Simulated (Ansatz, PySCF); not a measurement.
Species: HO, charge 0, doublet. HO (SMILES [OH], doublet).
B3LYP-D3(BJ)/def2-TZVP minimum from Ansatz (a first-principles code):
```
O
H 1 0.9767
```
Charge 0, spin multiplicity 2.

Quantity: enthalpy of formation at 298 K (by atomisation, with ideal-gas terms from PySCF's Hessian at B3LYP-D3(BJ)/def2-TZVP and the atoms' measured values of the G2/97 table; no spin-orbit terms), in kJ/mol. Radicals and triplets start from unrestricted determinants; spin-orbit coupling is neglected. Correlated methods leave the cores frozen. Rows without X2C or -DK are non-relativistic. CBS(X,Y): correlation extrapolated as X^-3, Hartree-Fock from the larger set (Q,5: extrapolated as (X+1)exp(-9√X)). A bracket is a step between two methods taken in the basis named. 'core' is core correlation in cc-pwCVTZ, 'X2C' scalar relativity in cc-pVTZ-DK, both at CCSD(T). Full CI freezes restricted core orbitals, also for open shells; the composite that ends in it estimates full CI at the basis-set limit. For partners of very few electrons the exact lower level stands in for a higher one.

Compared with CCSD(T)/CBS(cc-pVQZ,cc-pV5Z) + [CCSDT(Q) - CCSD(T)]/cc-pV5Z + [FCI - CCSDT(Q)]/cc-pVDZ + core + X2C (Ansatz): 36.2 kJ/mol.

Costs are rough ratios of core time, to one figure, on one kind of shared machine, summed over the single points of the molecules; atoms, geometries and frequencies are left out. The first row took roughly 10 core seconds; short runs hold start-up time.

| level | program | cost relative to the first row | difference (kJ/mol) |
|---|---|---|---|
| CCSDT(Q)/cc-pVDZ | Ansatz | 1 | 53.9 |
| CCSD(T)/CBS(cc-pVTZ,cc-pVQZ) | Ansatz | 1 | 1.3 |
| CCSD(T)/CBS(cc-pVQZ,cc-pV5Z) + [CCSDT(Q) - CCSD(T)]/cc-pVTZ + [CCSDTQ - CCSDT(Q)]/cc-pVDZ + core + X2C | Ansatz | 20 | 0.1 |
| CCSDT(Q)/cc-pVQZ | Ansatz | 30 | 7.1 |
| CCSD(T)/CBS(cc-pVQZ,cc-pV5Z) + [CCSDT(Q) - CCSD(T)]/cc-pVQZ + [FCI - CCSDT(Q)]/cc-pVDZ + core + X2C | Ansatz | 40 | 0.0 |
| CCSD(T)/CBS(cc-pVQZ,cc-pV5Z) + [CCSDT(Q) - CCSD(T)]/cc-pVQZ + [CCSDTQ - CCSDT(Q)]/cc-pVDZ + core + X2C | Ansatz | 40 | 0.1 |
| CCSDT(Q)/cc-pV5Z | Ansatz | 300 | 3.5 |

The dearest row costs roughly 300 times the first. Costs within a factor of two don't rank. The table holds for this case alone.
